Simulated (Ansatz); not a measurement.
**Which is lower?**

Two relaxed structures of BSiH4O (charge -1), singlet (PBE0-D4/def2-TZVPD; forces vanish, vibrations not checked).

A:

O1  (-1.496, -1.568, 1.371)
B2  (0.282, 0.778, -0.055)
Si3  (-0.535, -0.974, 0.316)
H4  (-0.108, -2.035, -0.711)
H5  (1.482, 0.513, -0.070)
H6  (-0.012, 1.666, 0.720)
H7  (-0.073, 0.995, -1.212)
(Å)

B:

```tsv
atom	x (Å)	y (Å)	z (Å)
O1	-1.3318	-1.4376	1.2027
B2	-0.5420	-1.1917	0.2342
Si3	0.2950	0.7183	-0.0978
H4	-0.1519	-2.0010	-0.6362
H5	1.8102	0.7574	-0.1090
H6	-0.0622	1.8307	0.8579
H7	-0.0173	1.3240	-1.4517
```

Program: Ansatz 0.2.0. Basis: def2-TZVPPD. Cores are frozen in the correlated methods. B3LYP uses VWN-RPA correlation.

Which structure is lower at CCSD(T), and by how much? (Judge from chemistry; the value comes from the calculation.)

The calculation gives: A, by 1.0 kJ/mol (electronic energy, against the other); a gap this small isn't resolved in one triple-zeta basis. By their contacts, A is BSiH₄O ([BH3][SiH][O]), total charge -1 and B is BSiH₄O ([O][BH][SiH3]), total charge -1.

Do the other methods give the same order? (A judgement: the text doesn't fix the answer.)

By the calculation: Not all: B3LYP-D4, HF, CCSD give the other order.

| method | E(B) − E(A) (kJ/mol) |
| --- | --- |
| PBE-D4 | 5.7 |
| r2SCAN-D4 | 5.8 |
| PBE0-D4 | 2.3 |
| B3LYP-D4 | -1.5 |
| wB97M-V | 5.6 |
| HF | -28.8 |
| MP2 | 11.3 |
| CCSD | -2.5 |
| CCSD(T) | 1.0 |

T1 diagnostic: at most 0.019.

Labels in which every atom is bracketed show which atoms are joined, not bond orders.

For scale, one of the runs: CCSD(T)/def2-TZVPPD, 193 basis functions, launched by `ansatz run in.yaml --threads 2 --pin off --events-out ev --progress --plain --max-ram 4352MiB`. Hardware: 2 CPU threads of an Intel Xeon Platinum 8375C, shared host. Wall time 23 s; peak host memory 2.1 GiB.
